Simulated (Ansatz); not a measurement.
**What a trial cell of Rb2Si relaxes into**

Theory: DFT PBE, scalar-relativistic, plane waves, PAW in Ansatz. Cutoff 420 eV, Γ-centred k mesh, Gaussian smearing, no spin polarisation in the final step.

The start is a random cell of Rb2Si with space group P4_2nm (No. 102), drawn with lower limits on the distances.

```yaml
crystal:
  lattice:
    - [6.39013, 0.00000, 0.00000]
    - [0.00000, 6.39013, 0.00000]
    - [0.00000, 0.00000, 5.38688]
  atoms:
    - { symbol: Rb, position: [0.16667, 0.16667, 0.00000] }
    - { symbol: Rb, position: [0.83333, 0.83333, 0.00000] }
    - { symbol: Rb, position: [0.66667, 0.33333, 0.50000] }
    - { symbol: Rb, position: [0.33333, 0.66667, 0.50000] }
    - { symbol: Si, position: [0.00000, 0.00000, 0.33032] }
    - { symbol: Si, position: [0.50000, 0.50000, 0.83032] }
```

Steps on the 4×4×4 mesh (6 atoms). 11 of 11 steps are shown, and the free energy counts from the last. Trial steps that were taken back and renewals of the plane-wave basis can be among the rows.

```tsv
step	ΔF (meV/atom)	V (Å³/atom)	P (GPa)	largest force component (eV/Å)
1	1455.6	36.66	14.09	8.146
2	591.2	38.72	8.26	3.103
3	282.6	43.47	4.34	1.468
4	118.9	48.79	1.90	0.627
5	52.8	53.73	0.65	0.244
6	29.1	56.80	0.22	0.061
7	20.6	58.91	0.02	0.011
8	16.1	60.12	-0.13	0.024
9	13.6	60.08	-0.23	0.033
10	12.1	58.85	-0.11	0.034
11	0.0	58.85	0.06	0.034
```

Steps on the 6×6×8 mesh (6 atoms). 9 of 11 steps are shown, and the free energy counts from the last.

```tsv
step	ΔF (meV/atom)	V (Å³/atom)	P (GPa)	largest force component (eV/Å)
1	24.7	58.85	0.07	0.035
2	22.9	58.93	0.04	0.027
3	15.2	58.80	-0.07	0.003
4	9.5	57.91	-0.09	0.004
5	4.6	56.40	-0.05	0.006
6	1.1	54.68	-0.04	0.016
7	1.6	52.79	0.04	0.044
8	0.4	53.97	-0.01	0.000
11	0.0	53.54	0.01	0.001
```

A final relaxation ran on a 4×4×10 mesh. The relaxed crystal, P4_2/mnm (No. 136):

Space group P4_2/mnm (No. 136). a = 9.172 Å, b = 9.172 Å, c = 3.878 Å, α = 90.00°, β = 90.00°, γ = 90.00°
```json
{"atom": "Rb", "site": "4g", "symmetry": "m.2m", "x": "0.2289", "y": "0.2289", "z": "0.5000"}
{"atom": "Si", "site": "2a", "symmetry": "m.mm", "x": "0.0000", "y": "0.0000", "z": "0.0000"}
```

| Property | Result |
| --- | --- |
| Volume per atom | 54.37 Å³ |
| Density | 2.03 g/cm³ |
| Energy over the elements | 0.56 eV/atom |
| Gap on the 4×4×10 mesh | 0 eV (a metal) |

The zero of energy is the elements' standard structures at the same level; no fitted shifts are applied.

The final run used a 4×4×10 mesh on its 6-atom cell and 0.10 eV smearing. The k mesh leaves about 4 meV/atom of noise in metals.

Symmetry constrained the relaxation, so the result can be a saddle point.

Cost: 3 runs of about 11 core-minutes in all, on Intel Xeon Platinum 8488C (Sapphire Rapids) (shared hosts).